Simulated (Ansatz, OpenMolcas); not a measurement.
**C4H8 (methylcyclopropane): a line through the functionals**

The species is C4H8 (12 atoms), meant as a singlet with charge 0. As SMILES, `CC1CC1`. Geometry: relaxed at PBE0-D4/def2-TZVP.

The HOMO–LUMO gap y, in eV, basis def2-SVP; a is the functional's share of exact exchange. Programs: Ansatz 0.2.0, OpenMolcas 26.06.

| functional | program | a | y (eV) |
| --- | --- | --- | --- |
| BLYP | Ansatz | 0 | 7.64 |
| TPSS | OpenMolcas | 0 | 8.15 |
| B3LYP | Ansatz | 0.2 | 9.42 |
| PBE0 | Ansatz | 0.25 | ? |
| r2SCAN0 | Ansatz | 0.25 | 10.69 |
| BHLYP | Ansatz | 0.5 | 11.93 |

Task: Fit y = c + s·a to the known rows and predict PBE0.

Result: 
1. Means of the 5 rows: a = 0.1900, y = 9.566.
2. Σ(Δa)² = 0.172, Σ(Δa·Δy) = 1.4338, so the slope is 1.4338/0.172 = 8.336.
3. Intercept: 9.566 − (8.336) × 0.1900 = 7.982. The largest residual of the fit is 0.62.
4. PBE0: 7.982 + (8.336) × 0.25 = 10.07 eV.

The run gave 10.02 eV, so the prediction is off by +0.05 eV, within the scatter of the fit. Exact exchange lowers occupied levels and raises empty ones.
